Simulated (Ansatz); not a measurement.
## Elastic constant C11 of antifluorite Mg2Sn at several levels of theory

No measured value is used here.

```tsv
level (code)	value (GPa)	cell (Å³/atom)
LDA (Ansatz)	81.3	24.65
PBE (Ansatz)	70.5	26.39
PBEsol (Ansatz)	76.2	25.58
PBE-D3(BJ) (Ansatz)	77.5	25.20
B3LYP (VWN-RPA form) (Ansatz)	82.9	26.30
HSE06 (Ansatz)	85.9	25.83
LC-ωPBE (Ansatz)	105	24.84
PBE0 (Ansatz)	87.2	25.78
Hartree–Fock (Ansatz)	95.5	27.23
```

LDA, PBE, PBEsol, PBE-D3(BJ): the solid has no gap at this level, which affects its response. PBE-D3(BJ): the dispersion coefficients are held fixed in the derivatives. Each level is taken at its own relaxed cell. K meshes differ between the levels. Ansatz's density-functional and Hartree–Fock values are scalar-relativistic unless marked +SOC, with PAW data made under PBE.

Ansatz is a first-principles code.
